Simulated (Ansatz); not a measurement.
# Scan of GeH3, doublet

Starting geometry (PBE0/def2-TZVP stationary point for this spin, not checked as a minimum):

```xyz
4

Ge    0.0000    0.0000   -0.0187
H     1.4650    0.0169    0.4526
H    -0.7483    1.2611    0.4484
H    -0.7191   -1.2778    0.4488
```

From there H3 moves along the line of the two atoms named below, all else staying in place; atoms are numbered as listed. Energies are in eV, counted from the starting geometry at the same level.

Basis 6-31G (Cartesian d functions); Ansatz 0.2.0. Only valence electrons are correlated (noble-gas cores and the filled d shells of p-block atoms frozen). R marks a restricted (for open shells ROHF) determinant, U an unrestricted one. No spin–orbit coupling is included, and no scalar relativity.

Unrestricted rows (U) aren't spin-pure: their determinants' ⟨S²⟩ exceeds S(S+1) by up to 0.45, so they mix in states of higher spin. Coupled cluster chose its determinant by trial CCSD, here up to 0.11 eV above the lowest Hartree–Fock solution of its kind, and MP2 stands on that determinant too.

Full CI is exact within this basis and frozen core; it isn't the basis-set limit. The frozen core follows each run's orbitals, which can shift R against U totals by a few meV for light atoms and by up to 0.1 eV past Ca.

| distance Ge1-H3 (Å) | UMP2 |
| --- | --- |
| 1.227 | 1.387 |
| 1.402 | 0.218 |
| 1.539 | 0.000 |
| 1.657 | 0.078 |
| 1.855 | 0.496 |
| 2.152 | 1.434 |
| 2.505 | 2.355 |
| 2.793 | 2.615 |
| 3.364 | 2.754 |
| 4.097 | 2.757 |
| 5.281 | 2.756 |

**Question.** Estimate the full CI curve in 6-31G from this one, knowing how UMP2 errs.

**Answer.** The computed full CI values, in eV from the starting point, and the error of UMP2 against them:
```csv
distance Ge1-H3 (Å),full CI,UMP2 less full CI
1.227,1.434,-0.047
1.402,0.243,-0.025
1.539,0.000,0.000
1.657,0.050,0.027
1.855,0.408,0.088
2.152,1.152,0.282
2.505,1.951,0.404
2.793,2.411,0.203
3.364,2.762,-0.008
4.097,2.781,-0.024
5.281,2.780,-0.025
```

The error spans 0.450 eV and is largest, 0.404 eV, at 2.505 Å.
